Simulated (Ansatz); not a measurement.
A nudged elastic band was laid between two geometries of CN + H3N (6 atoms, charge 0, multiplicity 2).

Computed with Ansatz, UKS PBE/def2-TZVP.

| Property | Result |
| --- | --- |
| movable images | 7 |
| climbing image | yes |
| spring | 5.0 eV/Å² |
| optimiser | quadratic models (default) |
| start path | through a guess of the saddle point |
| force threshold | 0.05 eV/Å |
| iteration limit | 60 |
| end points | relaxed |

Initial state:

```xyz
6
Properties=species:S:1:pos:R:3
H 0.573 -1.081 -0.511
N 0.227 -1.029 0.443
C -0.269 1.197 -0.500
N -0.489 2.242 -0.985
H 0.741 -0.384 1.037
H -0.783 -0.945 0.516
```

Final state:

```xyz
6
Properties=species:S:1:pos:R:3
H -0.075 0.575 -0.398
N 0.169 -1.158 0.753
C -0.212 1.487 -0.982
N -0.358 2.458 -1.598
H 0.967 -1.413 1.362
H -0.490 -1.949 0.864
```

**Question.** What changes between the two ends?

**Answer.** Bonds broken: H1–N2. Bonds formed: H1–C3. CN + H3N becomes H2N + HCN (or HNC).

**Question.** What energy profile does the band end with?

**Answer.** The run converged. The highest image is number 3 of 0 to 8, 0.179 eV above the first end and 0.370 eV above the last; the last end lies 0.191 eV below the first. A vibrational analysis at the climbing image gives one clearly imaginary mode, 913i cm⁻¹: a first-order saddle point.

```tsv
image	path coordinate (Å)	energy (eV)	H1–N2 (Å)	H1–C3 (Å)
0	0.00	0.000	1.02	2.43
1	0.41	0.038	1.02	2.13
2	0.82	0.109	1.04	1.81
3	1.23	0.179	1.19	1.39
4	1.61	-0.015	1.64	1.13
5	1.99	-0.104	1.88	1.10
6	2.36	-0.149	2.00	1.09
7	2.74	-0.178	2.06	1.09
8	3.11	-0.191	2.09	1.09
```

**Question.** What is the geometry of the highest image?

**Answer.** 
```xyz
6
Properties=species:S:1:pos:R:3:forces:R:3
H 0.209 -0.184 -0.405 0.01 -0.01 -0.01
N 0.271 -1.085 0.377 0.00 0.00 0.00
C -0.137 1.108 -0.785 0.00 -0.02 0.03
N -0.441 2.196 -1.085 0.00 0.03 -0.02
H 0.786 -0.747 1.203 0.00 0.00 0.00
H -0.688 -1.288 0.696 0.00 0.00 0.00
```

**Question.** What are the harmonic wavenumbers there?

**Answer.** 913i, 132, 153, 380, 555, 776, 1357, 1372, 1554, 2173, 3341, 3437 cm⁻¹.

The run took 92 s on 4 threads of Arm Neoverse N1, on a shared host, peak memory 0.18 GiB.
